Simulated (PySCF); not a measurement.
Homolysis of single bonds, series Al F-Br. Isolated molecules, 0 K electronic values unless said otherwise. Strings in code marks are SMILES.

All values below come from M06-2X/def2-TZVP // PBE0-D3(BJ)/def2-TZVP (PySCF). 

```
species                              dipole moment (D)
-----------------------------------  -----------------
whole molecule (`[F][Al]([F])[F]`)                0.00
radical fragment (`[Al]([F])[F]`)                 2.03
whole molecule (`[Br][Al]([F])[F]`)                  …
radical fragment (`[F][Al][Br]`)                  1.86
```

Q: Complete the blanks.

A: 
- whole molecule (`[Br][Al]([F])[F]`), dipole moment (D): 0.73
